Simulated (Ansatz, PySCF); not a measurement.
System: C$_{2}$H$_{8}$N (charge +1, singlet). It need not be the lowest isomer of its formula. 
Structure (B3LYP-D3(BJ)/def2-TZVP (Ansatz, an electronic-structure program) minimum search):
```xyz
11

C      1.2581    -0.3953    -0.0017
C      0.1199     0.6002    -0.0084
N     -1.2224    -0.1249     0.0082
H      2.2005     0.1516    -0.0138
H      1.2498    -1.0158     0.8961
H      1.2403    -1.0387    -0.8830
H      0.1116     1.2216    -0.9020
H      0.1211     1.2444     0.8690
H     -1.3087    -0.7136     0.8409
H     -1.3176    -0.7348    -0.8082
H     -2.0083     0.5301     0.0039
```
Charge +1, spin multiplicity 1.

Total electronic energies in hartree. Valence correlation only, unless marked. Spin-orbit coupling is left out. No relativistic terms. CBS(X,Y): correlation extrapolated as X^-3; Hartree-Fock from the larger set. The bracket is a focal-point correction in the basis named.

| level | program | energy (Eh) |
|---|---|---|
| HF-D4/def2-TZVPD | PySCF + dftd4 | -134.69095 |
| SVWN5/def2-TZVPD | PySCF | -134.35225 |
| PBE-D3(BJ)/def2-TZVPD | Ansatz + dftd3 | -135.40407 |
| PBE-D4/def2-TZVPD | Ansatz + dftd4 | -135.40202 |
| r2SCAN-D3(BJ)/def2-TZVPD | Ansatz + dftd3 | -135.50179 |
| B3LYP-D4/def2-TZVPD | Ansatz + dftd4 | -135.60078 |
| PBE0/def2-TZVP | Ansatz | -135.42118 |
| TPSSh/def2-TZVPD | PySCF | -135.59926 |
| r2SCANh/def2-TZVPD | Ansatz | -135.49538 |
| r2SCAN0/def2-TZVPD | Ansatz | -135.48878 |
| HSE06-D4/def2-TZVPD | Ansatz + dftd4 | -135.41662 |
| HSE06/def2-TZVPD | Ansatz | -135.41357 |
| CAM-B3LYP/def2-TZVPD | Ansatz | -135.51057 |
| LC-wPBE-D3(BJ)/def2-TZVPD | Ansatz + dftd3 | -135.51612 |
| wB97M-V/def2-TZVPD | Ansatz | -135.50170 |
| wB97X-V/def2-TZVPD | Ansatz | -135.54532 |
| MP2/cc-pVDZ | Ansatz | -135.09754 |
| RI-MP2/cc-pVQZ | Ansatz | -135.28909 |
| SCS-MP2/6-31G | Ansatz | -134.86640 |
| CCSD/STO-3G | Ansatz | -133.26197 |
| CCSD/cc-pVDZ | Ansatz | -135.14363 |
| CCSD(T)/6-31G | Ansatz | -134.90536 |
| RI-MP2/CBS(cc-pVTZ,cc-pVQZ)+[CCSD(T)-MP2]/cc-pVTZ | Ansatz | -135.3743 |

Totals of different functionals don't rank their quality; only differences between species are comparable.
